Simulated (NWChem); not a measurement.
## Spin states of water (H$_{2}$O)

SMILES: O
```xyz
3

O      0.0000     0.0000     0.1226
H      0.7577     0.0000    -0.4905
H     -0.7577     0.0000    -0.4905
```
Charge 0, spin multiplicity 1.

Program: NWChem. All single points use one geometry, from PBE/def2-SVP, a minimum by its harmonic frequencies.

Basis set: def2-TZVP. The gap is E(triplet) − E(singlet) at the geometry of the singlet, so a negative value puts the higher spin lower. Open shells are unrestricted, coupled cluster uses restricted open-shell references, and the singlet is the closed-shell solution. The triplet is the single determinant that the SCF runs reached, with unpaired electrons in orbitals of symmetry a1 and b2 (C2v labels); it need not be the lowest triplet, which in molecules with degenerate π orbitals can need several determinants.

The correlated methods keep 1 core orbital frozen. B3LYP has NWChem's definition, with VWN1-RPA local correlation. The stability of the SCF solutions was not checked. Open-shell Hartree-Fock references start from PBE0 orbitals. Coupled-cluster values serve here as a point of comparison, not as the truth.

**Question.** For the vertical singlet-triplet gap, CCSD(T) gives 170.0 kcal/mol and TPSS gives 165.2 kcal/mol. What do HF, B3LYP give?

**Answer.** HF: 143.8 kcal/mol; B3LYP: 165.6 kcal/mol.
